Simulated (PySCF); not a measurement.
# PO₂⁺: bending curve

Level of theory: BP86 in PySCF with P def2-TZVP, O def2-TZVP; no relativity; density-fitted integrals.

Rigid scan from the singlet minimum (P–O 1.454 Å (×2); O–P–O 180.0°). Coordinate: the O–P–O angle, bonds fixed. Energies in kJ/mol from the minimum.

```tsv
bond angle (°)	E (kJ/mol)	dipole size (D, about the centre of mass)
80	278.0	2.12
90	332.0	2.27
100	308.9	3.31
110	209.6	2.95
120	141.0	2.58
130	91.8	2.19
140	56.0	1.79
150	30.5	1.36
160	13.3	0.92
170	3.3	0.46
180	0.0	0.00
```

Other isomers or separated fragments may lie lower.
